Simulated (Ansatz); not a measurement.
# HClF radical: geometry and frequencies at several levels

One table from this session's results is given with a row withheld; the runs are named, their logs left out.

Program: Ansatz 0.2.0. Level of theory: the levels named in each step. These are calculated values, not measurements.

**The starting structure**

Bond lengths: F1–H3 0.933 Å.

As a file:

```xyz
3

F     1.2235   -1.7851    0.1950
Cl   -0.7114    1.0190   -0.1214
H     1.9605   -2.1942    0.5938
```

The first run:

Input file input.yaml:

```yaml
crystal:
  periodic: [false, false, false]
  atoms:
    - { symbol: F, position_ang: [1.22349, -1.78506, 0.195] }
    - { symbol: Cl, position_ang: [-0.71138, 1.01895, -0.12138] }
    - { symbol: H, position_ang: [1.96054, -2.19421, 0.5938] }
magnetization:
  spin_polarized: true
  initial_magnetization: 1
basis:
  gaussian: { orbitals: def2-SVP }
hamiltonian:
  xc: pbe
  dispersion: d4
relax:
  f_tol: 0.03
  max_steps: 200
```

The run is started by

```bash
ansatz run input.yaml --threads 2 --pin off --max-ram 5120MiB --backend cpu --events-out ev --progress --plain --runs-dir out
```

Among the steps run: A rough first relaxation, PBE-D4/def2-SVP; Relaxation, PBE0-D4/def2-TZVPP; Frequencies, PBE0-D4/def2-TZVPP; Relaxation, PBE-D4/def2-TZVPP; Frequencies, PBE-D4/def2-TZVPP; Relaxation, r2SCAN-D4/def2-TZVPP; Frequencies, r2SCAN-D4/def2-TZVPP; Relaxation, B3LYP-D4/def2-TZVPP; Frequencies, B3LYP-D4/def2-TZVPP; Relaxation, B2PLYP/def2-TZVPP.

One of the session's tables, all rows but one given; the rest of the session is left out.

| level | F1–H3 (Å) | dipole (D) | highest frequency (cm⁻¹) |
| --- | --- | --- | --- |
| PBE0-D4/def2-TZVPP | 0.9197 | 1.87 | 4128 |
| PBE-D4/def2-TZVPP | 0.9356 | 1.73 | 3889 |
| r2SCAN-D4/def2-TZVPP | 0.9244 | 1.86 | 4041 |
| B3LYP-D4/def2-TZVPP | ? | ? | ? |
| B2PLYP/def2-TZVPP | 0.9209 | 1.88 | - |

Estimate the missing values for B3LYP-D4/def2-TZVPP.

**Answer.** F1–H3 (Å): 0.9242; dipole (D): 1.88; highest frequency (cm⁻¹): 4054. In the column «F1–H3 (Å)» it lies between B2PLYP/def2-TZVPP (0.9209) and r2SCAN-D4/def2-TZVPP (0.9244).
